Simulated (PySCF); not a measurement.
PySCF input (HF/def2-SVP):

```python
import numpy as np, basis_set_exchange as bse
from pyscf import gto, scf, dft, df

basis = {'H': gto.basis.parse(bse.get_basis('def2-SVP', elements=['H'], fmt='nwchem'))}
mol = gto.M(
    atom='''
    H    -0.00000000   -0.00000000   -0.37201156
    H     0.00000000    0.00000000    0.37201156
    ''',
    basis=basis,
    charge=0,
    verbose=4,
    max_memory=7359,
)
mf = scf.RHF(mol)
mf = mf.density_fit(auxbasis=df.autoaux(mol))
mf.max_cycle = 100
mf.conv_tol = 1e-5
print('smallest overlap eigenvalue', np.linalg.eigvalsh(mol.intor('int1e_ovlp'))[0])
mf.kernel()
dip = mf.dip_moment()
```

Output:

```
PySCF version 2.14.0

[INPUT] verbose = 4
[INPUT] num. atoms = 2
[INPUT] num. electrons = 2
[INPUT] charge = 0
[INPUT] spin (= nelec alpha-beta = 2S) = 0
[INPUT] symmetry False subgroup None
[INPUT] Mole.unit = angstrom
[INPUT] Symbol           X                Y                Z      unit          X                Y                Z       unit  Magmom
[INPUT]  1 H      0.000000000000   0.000000000000  -0.372011560000 AA    0.000000000000   0.000000000000  -0.702999963572 Bohr   0.0
[INPUT]  2 H      0.000000000000   0.000000000000   0.372011560000 AA    0.000000000000   0.000000000000   0.702999963572 Bohr   0.0

nuclear repulsion = 0.711237590197466
number of shells = 6
number of NR pGTOs = 14
number of NR cGTOs = 10
basis = {'H': [[0, [13.010701, 0.019682158], [1.9622572, 0.13796524], [0.44453796, 0.47831935]], [0, [0.12194962, 1.0]], [1, [0.8, 1.0]]]}
ecp = {}
ETB for H: l = 0, exps = 0.24389924 * 1.8^n , n = 0..8
ETB for H: l = 1, exps = 0.92194962 * 2^n , n = 0..1
ETB for H: l = 2, exps = 1.6 * 2.2^n , n = 0..0
smallest overlap eigenvalue 0.04764635508989473

******** <class 'pyscf.df.df_jk.DFRHF'> ********
method = DFRHF
initial guess = minao
damping factor = 0
level_shift factor = 0
DIIS = <class 'pyscf.scf.diis.CDIIS'>
diis_start_cycle = 1
diis_space = 8
diis_damp = 0
SCF conv_tol = 1e-05
SCF conv_tol_grad = None
SCF max_cycles = 100
direct_scf = False
Set gradient conv threshold to 0.00316228
Initial guess from minao.
******** <class 'pyscf.df.df.DF'> ********
auxbasis = {'H': [[0, [np.float64(26.87760009316363), 1]], [0, [np.float64(14.93200005175757), 1]], [0, [np.float64(8.29555558430976), 1]], [0, [np.float64(4.6086419912832), 1]], [0, [np.float64(2.560356661824), 1]], [0, [np.float64(1.42242036768), 1]], [0, [np.float64(0.7902335376), 1]], [0, [np.float64(0.43901863199999996), 1]], [0, [np.float64(0.24389924), 1]], [1, [np.float64(1.84389924), 1]], [1, [np.float64(0.92194962), 1]], [2, [np.float64(1.6), 1]]]}
init E= -0.812294305815543
  HOMO = -0.552811170259348  LUMO = 0.154368431436156  gap/eV = 19.24334
cycle= 1 E= -1.12798549033122  delta_E= -0.316  |g|= 0.0448  |ddm|= 0.693
  HOMO = -0.598505010097783  LUMO = 0.19278463788883  gap/eV = 21.53209
cycle= 2 E= -1.1288999675931  delta_E= -0.000914  |g|= 0.00691  |ddm|= 0.0428
  HOMO = -0.591427305633209  LUMO = 0.196820503945813  gap/eV = 21.44932
cycle= 3 E= -1.12892571163807  delta_E= -2.57e-05  |g|= 0.000395  |ddm|= 0.00923
  HOMO = -0.591230101312686  LUMO = 0.196936621802402  gap/eV = 21.44711
cycle= 4 E= -1.12892577017274  delta_E= -5.85e-08  |g|= 2.57e-06  |ddm|= 0.000501
  HOMO = -0.591234064860087  LUMO = 0.196937655654289  gap/eV = 21.44724
Extra cycle  E= -1.12892577017624  delta_E= -3.49e-12  |g|= 4.5e-07  |ddm|= 2.97e-06
converged SCF energy = -1.12892577017624
Dipole moment(X, Y, Z, Debye): -0.00000, -0.00000, -0.00000
```
